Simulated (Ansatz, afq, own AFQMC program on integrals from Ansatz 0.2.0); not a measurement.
AFQMC on a folder of integrals that Ansatz 0.2.0 wrote.

```yaml
crystal:
  periodic: [false, false, false]
  atoms:
    - {symbol: Si, position_ang: [0.000000, 0.000000, 1.658754]}
    - {symbol: B, position_ang: [0.000000, 0.000000, -0.236394]}
    - {symbol: H, position_ang: [0.000000, 0.000000, -1.422360]}
basis:
  gaussian: {orbitals: cc-pVDZ}
magnetization: {spin_polarized: true, initial_magnetization: 2}
correlation: {method: ccsd_t, electrons: outside_noble_gas, hamiltonian_folder: ham}
```

```sh
$ ansatz run in.yaml --threads 1 --pin off --events-out ev --progress --plain --max-ram 24576MiB --backend cuda --devices 0, --max-vram 18GiB
```

afq runs on the folder ham with

```
--method free --trial cisd --walkers 20 --time-step 0.05 --max-blocks 30 --target-error 0.00068 --factor-cut 1e-05 --seed 5109 --times 0,2,5,8,12 --taylor-order 4
```

Times are imaginary, in 1/Eh. The walk had a cap of 60 s.

```
orbitals 31  electrons 5 3  factors 225 of 362
reference energy -314.08965499 Eh
CCSD correlation -0.15990257 Eh in 10 cycles, weight of the determinant in the CISD state 0.8850
repeat  energy at the last time / Eh  error
    10  -314.450174  0.229750
    20  -314.314307  0.064840
    30  -314.284122  0.029424
time / (1/Eh)  energy / Eh  error  mean overlap
  0.00  -314.249470  0.000193  1.1284
  2.00  -314.256550  0.000658  1.1360
  5.00  -314.256106  0.001456  1.2694
  8.00  -314.256947  0.003708  1.1466
 12.00  -314.284122  0.029424  1.1767
energy -314.284122 +/- 0.029424 Eh
```

The run failed at least one of its tests; the cautions name the faults.

Against this walk (error 800.7 meV) on the same determinant: CCSD(T) 777.3 meV higher (within the noise), CCSDT(Q) 727.4 meV higher (within the noise), CCSDTQ 726.1 meV higher (within the noise). The error is statistical, and a free projection of finite length keeps a remainder of its start.

A setting was made bad on purpose (projection too long), so the walk's energy isn't to be trusted.

Cautions: remainder of the start not in the error; phase noise grows fast; error above the target (800.7 against 18.5 meV); so few walkers bias the energy; the time-step error isn't removed.

CCSDT and higher add their correlation energy to the determinant of the CCSD(T) run, since their own runs factorise the integrals more tightly (a shift of under 2 meV). A walk keeps the symmetry of its determinant, which the program's search chose and which needn't be the lowest solution, so a lower state of the same spin and another symmetry isn't excluded.
